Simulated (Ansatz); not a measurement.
Diamond was calculated with LDA in Ansatz (PAW).

Numerical settings: plane-wave cutoff 500 eV, 18×18×18 k mesh, gaussian smearing 0.02 eV, scalar-relativistic PAW data made under PBE.

Cell (relaxed at this level):

```
C
1.0
    0.00000     1.76597     1.76597
    1.76597     0.00000     1.76597
    1.76597     1.76597     0.00000
C
2
Cartesian
  1.76597   1.76597   1.76597
  2.64895   2.64895   2.64895
```

**Question.** Predict the band gap.

**Answer.** 
* **band gap**: 4.19 eV (on the SCF k mesh)

Measured, for comparison: band gap 5.48 eV (low temperature, zero-point motion not removed; as tabulated in arXiv:1206.3780). Computed (rounded) less measured: band gap -1.29 eV.

The computed numbers hold no vibrational or temperature effects.

Ansatz is a program for electronic structure.
